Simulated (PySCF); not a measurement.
**Core binding energy against partial charge**

Species: C4H2NS (charge -1).
Numbering: `[CH:1]#[C:2][C@H:3]([S-:4])[C:5]#[N:6]`

Structure used (PBE0-D3(BJ)/def2-SVP), in Å, numbered top down from 1:
```
atom  x, y, z in Å
C1     1.9817   -0.2620   -0.3500
C2     0.8122   -0.2272   -0.0232
C3    -0.5891   -0.1879    0.4075
S4    -1.4743   -1.7624    0.1143
C5    -1.2810    0.9297   -0.2493
N6    -1.8561    1.8058   -0.7502
H7     3.0020   -0.3455   -0.6690
H8    -0.5853    0.0588    1.4889
```

Binding energies: delta-SCF UKS SCAN, pcX-2 on the ionised atom, pcseg-1 elsewhere, spin-free X2C in PySCF. Charges: PBE0/pcSseg-1 ground-state density, for the ionised atom.

| atom | environment | C 1s (eV) | Mulliken (e) | IAO (e) | Hirshfeld (e) | ESP (e) |
| --- | --- | --- | --- | --- | --- | --- |
| C1 | terminal alkyne carbon | 286.20 | -0.431 | -0.314 | -0.180 | -0.659 |
| C2 | alkyne carbon | 286.86 | +0.364 | +0.015 | -0.047 | +0.285 |
| C5 | nitrile carbon | 287.62 | +0.166 | +0.164 | +0.059 | +0.477 |
| C3 | sp3 carbon bound to sulfur | 288.34 | -0.422 | -0.220 | -0.041 | -0.383 |

**Question.** Give the correlation coefficient and slope of binding energy on charge for each scheme.

**Answer.** Hirshfeld: r = 0.68, slope 6.4 eV per e; IAO: r = 0.24, slope 1.0 eV per e; ESP: r = 0.23, slope 0.4 eV per e; Mulliken: r = -0.08, slope -0.2 eV per e. Hirshfeld charges have the highest r, on only 4 points.

**Question.** The point-charge model writes a binding energy as kq + V + constant, with V the potential of the other atoms' charges at the site. What does it give with the Mulliken charges?

**Answer.** V = Σ 14.40 eV Å × q/r over all other atoms: +0.80 eV at C1, -11.12 eV at C2, -9.51 eV at C5, -0.90 eV at C3. Fitting binding energy − V to q gives k = 14.4 eV per e and leaves an rms residual of 1.50 eV, against 0.80 eV for the fit on q alone. The model has no term for differences in relaxation between sites.

The unrestricted hole states depart most from a pure doublet (⟨S²⟩ = 0.75; over 0.85 named) for C 1s of C2 (0.94) and C 1s of C5 (0.90), which makes these values less certain. The species carries charge -1, so core ionisation leaves a neutral species. The basis sets have no added diffuse functions. Isolated species at its PBE0-D3(BJ)/def2-SVP geometry, gas phase. The geometry's basis has no diffuse functions, a weakness for an anion.
